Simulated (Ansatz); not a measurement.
Coupled-cluster run, `C/N=C(/O)F`.

```yaml
crystal:
  periodic: [false, false, false]
  atoms:
    - {symbol: C, position_ang: [1.128177, 0.409670, 0.602893]}
    - {symbol: N, position_ang: [0.236990, -0.519240, -0.045393]}
    - {symbol: C, position_ang: [-0.887468, -0.159575, -0.437754]}
    - {symbol: O, position_ang: [-1.775928, -0.939204, -1.043044]}
    - {symbol: F, position_ang: [-1.406520, 1.057899, -0.326435]}
    - {symbol: H, position_ang: [2.061575, 0.464459, 0.037385]}
    - {symbol: H, position_ang: [1.378349, 0.031494, 1.597089]}
    - {symbol: H, position_ang: [0.721907, 1.420011, 0.705396]}
    - {symbol: H, position_ang: [-1.368583, -1.811815, -1.107238]}
basis:
  gaussian: {orbitals: def2-TZVPP}
correlation: {method: ccsd_t}
output: {orbitals: {seedname: orbitals}}
```

```sh
$ ansatz run in.yaml --threads 4 --pin off --events-out ev --progress --plain
```

The program prints (abridged):

```
Functional definition: HF
1314 factors; integrals over basis functions are off by at most 1.0e-3 eV
mean field evaluation 1: about -8348.0634 eV, gradient 4.4e1 eV
mean field evaluation 2: about -8348.3196 eV, gradient 4.4e1 eV
mean field evaluation 4: about -8352.1350 eV, gradient 4.1e0 eV
mean field evaluation 8: about -8352.2066 eV, gradient 5.1e-1 eV
mean field evaluation 16: about -8352.2085 eV, gradient 9.3e-7 eV
mean field -8352.20849169 eV, -306.9380007392 hartree, gradient 9.3e-7 eV, S^2 0.000000; 0 other end points of the search recorded, 0 dependent functions left out
5 core orbitals not correlated: weight in the atoms' cores, before any rotation towards them, 1.000 or more for the frozen orbitals, at most 0.000 for the correlated occupied ones
reference -8352.20849169 eV, -306.9380007392 hartree; 15, 15 occupied and 191, 191 virtual orbitals, 1314 factors
second order -27.53186559 eV of doubles, -0.00000000 eV of singles
cycle   1  -27.26102203 eV  change    2.7e-1 eV  update   1.1e-1
cycle   2  -27.88585695 eV  change   -6.2e-1 eV  update   3.2e-2
cycle   3  -28.03025827 eV  change   -1.4e-1 eV  update   1.6e-2
cycle   4  -28.01463122 eV  change    1.6e-2 eV  update   3.5e-3
cycle   5  -28.01310884 eV  change    1.5e-3 eV  update   1.4e-3
cycle   6  -28.01390701 eV  change   -8.0e-4 eV  update   4.2e-4
cycle   7  -28.01366990 eV  change    2.4e-4 eV  update   1.2e-4
cycle   8  -28.01358447 eV  change    8.5e-5 eV  update   4.3e-5
cycle   9  -28.01359214 eV  change   -7.7e-6 eV  update   1.4e-5
perturbative correction -1.10037681 eV, -0.0404381019 hartree
Total energy: -8381.32246064 eV, -308.0079193641 hartree
```

It took 81 s on 4 threads of a server CPU on a shared host, with 3.3 GiB of host memory at the peak.

MP2 recovers 94.6 % of the CCSD(T) correlation energy and the triples give 3.8 %; T1 = 0.0124.
